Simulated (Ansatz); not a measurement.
Start from `N=C(O)CO` and change one atom or group to get `N=C(Cl)CO`.

Ansatz, PBE0-D4/def2-TZVP geometries, multiplicity 1. Each molecule was computed in one conformer, which needn't be the lowest.

```json
{"property": "LUMO energy (PBE0/def2-TZVPP) / eV", "`N=C(O)CO`": "0.28"}
{"property": "size of the dipole moment (ωB97M-V/def2-TZVPP) / D", "`N=C(O)CO`": "0.92"}
{"property": "size of the dipole moment (B3LYP/def2-TZVPP) / D", "`N=C(O)CO`": "0.92"}
{"property": "HOMO–LUMO gap (PBE/def2-TZVPP) / eV", "`N=C(O)CO`": "5.33"}
{"property": "HOMO energy (ωB97M-V/def2-TZVPP) / eV", "`N=C(O)CO`": "-10.17"}
{"property": "HOMO–LUMO gap (PBE0/def2-TZVPP) / eV", "`N=C(O)CO`": "8.04"}
```

Task: Give the same properties after the change, and the shifts. (Estimate.)

Result: The calculation gave: 
```tsv
property	`N=C(Cl)CO`	shift
LUMO energy (PBE0/def2-TZVPP) / eV	-0.73	-1.01
size of the dipole moment (ωB97M-V/def2-TZVPP) / D	1.77	0.85
size of the dipole moment (B3LYP/def2-TZVPP) / D	1.73	0.81
HOMO–LUMO gap (PBE/def2-TZVPP) / eV	4.68	-0.65
HOMO energy (ωB97M-V/def2-TZVPP) / eV	-10.62	-0.45
HOMO–LUMO gap (PBE0/def2-TZVPP) / eV	7.45	-0.59
```

With PBE0 the HOMO falls by 0.42 eV and the LUMO falls by 1.01 eV, so the gap narrows by about 0.59 eV. PBE moves the HOMO by -0.33 eV and ωB97M-V by -0.45 eV. Dipoles are sizes alone; their direction can turn.

B3LYP here is the variant with VWN-RPA as its local correlation; programs differ in this.
